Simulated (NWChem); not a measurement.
# hydrogen fluoride (HF); SMILES F

All runs: NWChem. Medium grid unless said otherwise, to which SCAN and Minnesota functionals are sensitive. Structure relaxed at the B3LYP/6-31G* (spherical d) level.

For level MN15/def2-TZVP:

- highest occupied level (eV) = -12.68
- orbital gap (eV) = 14.56
- dipole (D) = 1.99

Question: How do the values read with level KT2/def2-TZVP instead?

Answer: 
- highest occupied level (eV) = -9.50
- orbital gap (eV) = 9.43
- dipole (D) = 1.87
